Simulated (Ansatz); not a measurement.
## [Cl···H···N], quartet along the distance Cl1-H2

Starting geometry:

```yaml
atoms:
  - { symbol: Cl, position_ang: [0.0000, 0.0000, -1.4143] }
  - { symbol: H, position_ang: [0.0000, 0.0000, -0.1355] }
  - { symbol: N, position_ang: [0.0000, 0.0000, 1.5497] }
```

From there H2 is moved from one fragment to the other while all else, the fragments' distance too, stays fixed; atoms are numbered as listed. Energies are in kcal/mol, counted from the starting geometry at the same level.

Basis cc-pVDZ; Ansatz 0.2.0. Only valence electrons are correlated (noble-gas cores frozen). R marks a restricted (for open shells ROHF) determinant, U an unrestricted one. Active spaces: valence = (13e, 9o) chosen from the atoms' valence shells.

Runs in a small pair space aren't shown, since their orbitals change along the scan. A value is left out where its run failed or describes another state than the reference as far as symmetry and spin tell, or, spin-broken singlets apart, can't be checked.

Full CI isn't at hand for all of this; RCCSDTQ serves as the reference, and is uncertain by about the last step of the cluster series. The frozen core follows each run's orbitals, which can shift R against U totals by a few meV.

```tsv
distance Cl1-H2 (Å)	RCCSDTQ	error UMP2	error RCCSD	error RCCSDT	error UCCSDT	error RCCSDT(Q)	error MRCISD+Q (valence space)
1.279	0.0	0.0	0.0	0.0	0.0	0.0	0.0
1.371	2.6	0.4	0.3	0.0	0.0	0.0	0.1
1.555	14.9	2.3	1.2	0.1	0.1	0.0	0.3
1.740	–	–	–	–	–	–	–
1.924	23.6	3.1	0.4	0.0	0.0	0.0	0.5
```

Errors are those of relative energies. In total energy the starting point itself misses RCCSDTQ by: UMP2 22.7, RCCSD 2.7, RCCSDT 0.2, UCCSDT 0.2, RCCSDT(Q) 0.0, MRCISD+Q (valence space) 0.0 kcal/mol.

Spread of the error over the points with a reference, to 1.924 Å (largest less smallest): RCCSDT(Q) 0.0, UCCSDT 0.1, RCCSDT 0.1, MRCISD+Q (valence space) 0.5, RCCSD 1.2, UMP2 3.1 kcal/mol.
